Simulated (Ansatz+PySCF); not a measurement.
Values are calculated unless marked as measured or tabulated.
## PySCF 2.14.0 run

```python
from pyscf import gto, scf, mp

# the (T+d) and (D+d) sets load through basis_set_exchange
mol = gto.M(atom="""
S 0.000000 -0.382080 0.000000
O 0.000000 0.191040 1.284910
O 0.000000 0.191040 -1.284910
""", basis={'O': 'cc-pvtz', 'S': 'cc-pv(t+d)z'}, charge=1, spin=1)
mf = scf.UHF(mol)
mf.kernel()
pt = mp.MP2(mf, frozen=7).run()
print(mf.e_tot, pt.e_corr, pt.e_tot)
```

The script is written out from the run's settings.

Output:

```
Converged                       : yes
Reference energy                : -546.87080 hartree
Correlation energy              : -0.64200 hartree
Total energy                    : -547.51280 hartree
Spin squared of the determinant : 0.791
```

The reference isn't the lowest determinant (another lies 0.06 eV lower), but the same method gives a higher total on the lower determinant. Caution: MP2 on this radical cation hangs on the determinant chosen.
